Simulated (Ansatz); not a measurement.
The same path of CHMgO (4 atoms, charge 0, multiplicity 2) was run twice with different band settings. Lost on the way: Mg3–H4. Made: C2–H4.

Theory: UKS LDA/def2-SVP (Ansatz).

Relaxed end points:

```xyz
4
Properties=species:S:1:pos:R:3
O -0.994 -0.311 2.031
C -0.642 -0.117 0.945
Mg 0.840 0.020 -0.655
H 0.797 0.407 -2.322
```

```xyz
4
Properties=species:S:1:pos:R:3
O -0.901 -0.071 0.918
C -0.253 0.060 -0.090
Mg 1.946 -0.352 0.233
H -0.792 0.364 -1.061
```

Common settings: climbing image yes; spring 5.0 eV/Å²; optimiser quadratic models (default); start path through a guess of the saddle point; force threshold 0.03 eV/Å; iteration limit 60; end points relaxed.

| run | movable images |
| --- | --- |
| 1 | 9 |
| 2 | 1 |

(1) What does each run give, and how far can it be trusted?

Answers

(1) Run 1: converged after 18 iterations, highest image 0.559 eV above the first end. A vibrational analysis at the climbing image gives one clearly imaginary mode, 624i cm⁻¹: a first-order saddle point.
Run 2: converged after 58 iterations, highest image 0.566 eV above the first end. The order of the stationary point at the top wasn't checked. So few images can step over the top or miss a turn of the path.
